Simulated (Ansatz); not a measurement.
# AlCCl (quintet): the correlation ladder, def2-TZVPP

The task here is to estimate one member of a computed series from the others.

Program: Ansatz 0.2.0, Gaussian basis. Level of theory: def2-TZVPP, core rule «outside noble gas», up to 11 orbitals frozen. These are calculated values, not measurements.

The runs, in order: UHF; ROHF; CCSD(T) on UHF.

2 further runs of the same task are left out: 2 set aside as unsound or not needed.

## The geometry

The geometry is a PBE0/def2-TZVP stationary point (not a proven minimum) of the parent state, kept for this charge and spin.

3 atoms, charge 0, spin multiplicity 5.

Atoms are counted from 1 here; the program's logs count them from 0.

Bond lengths: Al1–C2 1.945 Å, C2–Cl3 1.645 Å. Angles: Al1–C2–Cl3 180.0°.

Set-up of the first run:

Input file in.yaml:

```yaml
crystal:
  periodic: [false, false, false]
  atoms:
    - {symbol: Al, position_ang: [0.000000, 0.000000, 1.845217]}
    - {symbol: C, position_ang: [0.000000, 0.000000, -0.099904]}
    - {symbol: Cl, position_ang: [0.000000, 0.000000, -1.745313]}
basis:
  gaussian: {orbitals: def2-TZVPP}
magnetization: {spin_polarized: true, initial_magnetization: 4}
hamiltonian: {xc: hf}
output: {orbitals: {seedname: orbitals}}
```

On the command line:

```bash
> ansatz run in.yaml --threads 1 --pin off --events-out ev --progress --plain --max-ram 4096MiB --backend cpu
```

Among the steps run: UHF; ROHF; CCSD(T) on UHF.

One table of the session follows, with a row left open; its other results are not shown here.

| method | from UCCSD(T) (kJ/mol) |
| --- | --- |
| ROHF | +995.6 |
| UHF | +966.3 |
| UMP2 | +132.6 |
| UCCSD | ? |
| UCCSD(T) | 0 |

Q: Estimate the row for UCCSD from the others.

The run gave: from UCCSD(T) (kJ/mol): +43.7. In the column «from UCCSD(T) (kJ/mol)» it lies between UCCSD(T) (0) and UMP2 (+132.6).
